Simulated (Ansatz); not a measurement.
Potential energy curve for CH, doublet.

Levels of theory: UKS-PBE = unrestricted PBE/cc-pVDZ (Ansatz, a program for electronic structure); UKS-B3LYP = unrestricted B3LYP/cc-pVDZ in Ansatz; FCI = full CI/cc-pVDZ, frozen core in Ansatz.

Energies relative to the lowest point of each curve near equilibrium, in kcal/mol; the last columns give the error against full CI:

| R / Å | UKS-PBE | UKS-B3LYP | FCI | UKS-PBE − FCI | UKS-B3LYP − FCI |
|---|---|---|---|---|---|
| 0.90 | 31.4 | 29.9 | 31.1 | 0.4 | -1.2 |
| 0.95 | 18.0 | 16.8 | 17.5 | 0.5 | -0.7 |
| 1.02 | 6.6 | 5.8 | 6.1 | 0.5 | -0.3 |
| 1.05 | 3.7 | 3.1 | 3.2 | 0.4 | -0.2 |
| 1.09 | 1.2 | 0.9 | 0.9 | 0.3 | -0.1 |
| 1.13 | 0.1 | 0.0 | 0.0 | 0.1 | 0.0 |
| 1.16 | 0.0 | 0.1 | 0.0 | 0.0 | 0.0 |
| 1.21 | 0.8 | 1.2 | 1.2 | -0.3 | 0.1 |
| 1.25 | 2.2 | 2.9 | 2.8 | -0.6 | 0.1 |
| 1.29 | 4.1 | 5.1 | 5.0 | -0.8 | 0.1 |
| 1.36 | 8.4 | 9.8 | 9.6 | -1.3 | 0.1 |
| 1.53 | 21.2 | 23.6 | 23.0 | -1.8 | 0.6 |
| 1.69 | 34.3 | 37.4 | 35.6 | -1.3 | 1.9 |
| 1.89 | 49.7 | 53.3 | 49.1 | 0.6 | 4.2 |
| 2.01 | 57.9 | 60.8 | 55.6 | 2.3 | 5.3 |
| 2.24 | 69.3 | 70.5 | 64.6 | 4.7 | 5.8 |
| 2.53 | 76.6 | 76.7 | 70.8 | 5.8 | 5.8 |
| 2.76 | 79.3 | 79.2 | 73.2 | 6.1 | 6.0 |
| 3.04 | 80.9 | 80.7 | 74.6 | 6.4 | 6.2 |
| 3.38 | 81.7 | 81.7 | 75.2 | 6.5 | 6.5 |
| 3.89 | 82.2 | 82.2 | 75.5 | 6.6 | 6.7 |
| 4.49 | 82.3 | 82.4 | 75.6 | 6.7 | 6.8 |

UKS-PBE is furthest from FCI at 4.49 (6.7 kcal/mol, above); its mean absolute error over the points is 2.5 kcal/mol.

UKS-B3LYP is furthest from FCI at 4.49 (6.8 kcal/mol, above); its mean absolute error over the points is 2.7 kcal/mol.

The unrestricted determinant behind UKS-PBE is spin-contaminated at 0.90 to 1.13, 2.24 to 4.49 Å (<S²> up to 1.8, against 0.75 for a pure doublet). The unrestricted determinant behind UKS-B3LYP is spin-contaminated at 0.90, 1.89 to 4.49 Å (<S²> up to 1.8, against 0.75 for a pure doublet).
